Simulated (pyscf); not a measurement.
Optimised with ωB97X-D3(BJ)/def2-SVP in PySCF. MP2 and CC: frozen core, UHF for open shells. ΔMP2 is the change of the MP2 total energy from the triple- to the quadruple-zeta basis.

### Question
Estimate the classical barrier height and the reaction energy of `[CH4]` + `[NH2]` [doublet] → `[CH3]` [doublet] + `[NH3]` at CCSD(T)/def2-TZVPP + ΔMP2(QZVPP). The step runs on the doublet surface, breaks C–H and forms H–N; take the separated reactants as zero.

### Answer
ΔE‡ = 0.62 eV, ΔE = -0.12 eV. Zero-point energy shifts the barrier by -0.01 eV. It is a hydrogen abstraction, with an imaginary mode of 1807i cm⁻¹. This is the saddle that the search found; another between the same sides may lie lower. The angle at the transferred H is 166°. The CCSD(T) − MP2 part came from Ansatz, without density fitting, on the same reference.
